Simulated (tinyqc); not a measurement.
A ladder of methods, and size consistency: correlation methods against full CI in the sto-3g basis, for BH3, spin multiplicity 1. Computed by the program tinyqc with PySCF. Command: `OMP_NUM_THREADS=1 python tinyqc.py 115829 115830 out.jsonl`; one thread of a shared host (Intel(R) Xeon(R) Processor @ 2.60GHz), about 3 s.

Geometry (angstrom):
```
atom        x        y       z
B      0.0000   0.0000  0.0290
H      1.2740   0.0000  0.0000
H     -0.6370   1.1030  0.0000
H     -0.6370  -1.1030  0.0000
```

RHF energy of one = -26.048442 hartree

All electrons correlated; +Q is the Davidson correction (1 - c0^2) E_corr. The last columns treat two copies 100 angstrom apart as one system. FCI is the lowest singlet.

Correlation energies (hartree):
```
method   E_corr of one  share of FCI (%)  E_corr of two at 100 angstrom  two minus twice one (mhartree)
MP2           -0.04151            67.341                       -0.08302                           0.000
CISD          -0.05970            96.840                       -0.11521                           4.187
CISD+Q        -0.06194           100.487                       -0.12301                           0.876
CCSD          -0.06113            99.173                       -0.12227                           0.000
CCSD(T)       -0.06145            99.683                       -0.12290                           0.000
FCI           -0.06164           100.000                              -                               -
```

MP2 recovers 67 %, CISD 96.8 % and CCSD 99.2 % of the FCI value (c0^2 = 0.962 in CISD). MP2 and coupled cluster are size consistent, so their last column vanishes; CISD loses 4.19 mhartree, since a double excitation on each copy is a quadruple of the pair, and the Davidson correction leaves +0.88.
